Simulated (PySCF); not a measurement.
How close is B3LYP for BH2?

Measured values to reproduce: a(11B B1) 358 MHz [1]; a(1H H2/H3) 38 MHz [1]. Sources and the comparison follow the method.

Species: BH2 (doublet state).
Hydrogens: H2, H3 on B1.

The species is `[BH2]` [radical].

Theory: UKS B3LYP, IGLO-III on B, pcH-1 on H, non-relativistic, mean-field spin-orbit, GIAO (PySCF 2.14.0). Isolated species at its PBE0-D3(BJ)/def2-SVP geometry, gas phase.

| nucleus | computed a_iso (MHz) | published | in MHz | difference of magnitudes (MHz) | source |
| --- | --- | --- | --- | --- | --- |
| 11B B1 | 369.3 | 358 MHz | 358.0 | +11.3 | [1] |
| 1H H2/H3 | 44.5 | 38 MHz | 38.0 | +6.5 | [1] |

Sources: [1] measured; Vogler, Dietschreit, Peters, Ochsenfeld, Accurate hyperfine coupling constants including electron correlation and dynamic contributions (in Vogler's thesis, LMU Munich).

In relative terms the largest miss is 1H H2/H3, by 17 %. The measured numbers hold vibrational averaging and, outside the gas phase, effects of the matrix or solvent; the computed ones belong to one rigid, isolated geometry and carry the errors of functional and basis. An EPR spectrum gives magnitudes, so published signs often rest on theory.

The largest Mulliken spin population is on B1 (+0.99).

⟨S²⟩ = 0.7512 against the exact 0.7500, so spin contamination is small.

The run took 1.4 s wall on one thread, Arm Neoverse V1, on a shared host.
